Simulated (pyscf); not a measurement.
PySCF, gas phase, ωB97X-D3(BJ)/def2-SVP geometries. MP2 and CC: frozen core, UHF for open shells. ΔMP2 is the change of the MP2 total energy from the triple- to the quadruple-zeta basis.

Q: Estimate the classical barrier height and the reaction energy of H₃C–SiH₃ (SMILES C[SiH3]) + H• (SMILES [H]) → SiH₄ (SMILES [SiH4]) + CH₃• (SMILES [CH3]) at CCSD(T)/def2-TZVPP + ΔMP2(QZVPP). The step runs on the doublet surface, breaks C–Si and forms H–Si; take the separated reactants as zero.

A: ΔE‡ = 13.8 kcal/mol, ΔE = -4.0 kcal/mol. Zero-point energy shifts the barrier by +1.4 kcal/mol. It is a substitution at Si, with an imaginary mode of 598i cm⁻¹. The same reactants have a lower exit, to H₃C–SiH₂• + H₂ (barrier +4.7 kcal/mol at ωB97M-D3(BJ), against +12.1 kcal/mol here). One saddle was located; it need not be the lowest between these sides. The angle at the attacked Si is 180°. The CCSD(T) − MP2 part came from Ansatz, without density fitting, on the same reference.
